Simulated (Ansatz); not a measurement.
# BH₃+ (doublet): the correlation ladder at distance B1–H3 = 0.942 Å, aug-cc-pVDZ

How much of the correlation energy of BH₃+ (doublet) does each wave-function method recover here?

Computed with Ansatz 0.2.0, Gaussian basis. Level: aug-cc-pVDZ, core rule «outside noble gas», up to 1 orbitals frozen.

To be run: UHF; CCSD(T) on ROHF; CCSD(T) on UHF; BCCD(T) on ROHF; CISD; CCSDT(Q) on ROHF; CCSDT(Q) on UHF; CASSCF and MRCISD+Q, 3 electrons in 3 orbitals; CASSCF and NEVPT2, 3 electrons in 3 orbitals; CASSCF and MRCISD+Q, 5 electrons in 7 orbitals; CASSCF and NEVPT2, 5 electrons in 7 orbitals; Full CI.

20 further runs of the same task are left out: 1 for a mislabelled method, 1 for a known fault of the program, 15 that didn't finish, 3 set aside as unsound or not needed.

**1. The geometry**

The geometry derives from a PBE0/def2-TZVP stationary point (not a proven minimum). One bond is set to the value named and the two fragments are kept rigid.

4 atoms, charge 1, spin multiplicity 2.

Atoms are counted from 1 here; the program's logs count them from 0.

Bond lengths: B1–H2 1.276 Å, B1–H3 0.942 Å, B1–H4 1.276 Å. Angles: H2–B1–H3 145.8°, H2–B1–H4 68.5°, H3–B1–H4 145.8°.

**2. UHF**

Input file in.yaml:

```yaml
crystal:
  periodic: [false, false, false]
  atoms:
    - {symbol: B, position_ang: [0.000000, 0.000000, 0.085058]}
    - {symbol: H, position_ang: [0.000000, 0.717784, -0.969688]}
    - {symbol: H, position_ang: [0.000000, 0.000000, 1.027058]}
    - {symbol: H, position_ang: [0.000000, -0.717784, -0.969688]}
basis:
  gaussian: {orbitals: aug-cc-pVDZ}
total_charge: 1
magnetization: {spin_polarized: true, initial_magnetization: 1}
hamiltonian: {xc: hf}
output: {orbitals: {seedname: orbitals}}
```

Launch:

```sh
$ ansatz run in.yaml --threads 1 --pin off --events-out ev --progress --plain --max-ram 2393MiB
```

After this run come: CCSD(T) on ROHF; CCSD(T) on UHF; BCCD(T) on ROHF; CISD; CCSDT(Q) on ROHF; CCSDT(Q) on UHF; CASSCF and MRCISD+Q, 3 electrons in 3 orbitals; CASSCF and NEVPT2, 3 electrons in 3 orbitals; CASSCF and MRCISD+Q, 5 electrons in 7 orbitals; CASSCF and NEVPT2, 5 electrons in 7 orbitals; Full CI.

**Question.** What will the summary of the whole plan be? Wanted: FCI below the RHF energy; RMP2 from FCI; UMP2 from FCI; RCCSD from FCI; RCCSD(T) from FCI; UCCSD(T) from FCI; RCCSDT(Q) from FCI; UCCSDT(Q) from FCI; NEVPT2 pair from FCI.

**Answer**, as computed:

```
                         quantity                                                                                                                      value
         FCI below the RHF energy                                                                                                                 -2.5878 eV
                    RMP2 from FCI                                                                                                                 +593.6 meV
                    UMP2 from FCI                                                                                                                 +601.6 meV
                   RCCSD from FCI                                                                                                                  +45.6 meV
                RCCSD(T) from FCI                                                                                                                  +10.4 meV
                UCCSD(T) from FCI                                                                                                                  +10.2 meV
               RCCSDT(Q) from FCI                                                                                                                    0.0 meV
               UCCSDT(Q) from FCI                                                                                                                   -0.1 meV
             NEVPT2 pair from FCI                                                                                                                 +630.5 meV
           MRCISD+Q pair from FCI                                                                                                                  -10.4 meV
          NEVPT2 valence from FCI                                                                                                                 +387.6 meV
levels within 1 kcal/mol (43 meV)  UCCSD, RCCSD(T), UCCSD(T), BCCD(T), RCCSDT, UCCSDT, RCCSDT(Q), UCCSDT(Q), MRCISD+Q pair, MRCISD valence, MRCISD+Q valence
                    T1 diagnostic                                                                                                                      0.016
   effectively unpaired electrons                                                                                                                       1.02
```

**Reading.** RCCSD(T) misses by +10.4 meV, 0.4 % of the correlation energy. MRCISD+Q pair falls below full CI: the +Q correction isn't variational, and the cores differ from full CI's. One determinant dominates. Of the multireference levels listed MRCISD+Q pair comes nearest in total energy (-10.4 meV), which doesn't show that its space is the better one. These misses are within one basis, not against nature; the frozen cores of restricted and unrestricted runs differ, which can shift their rows.
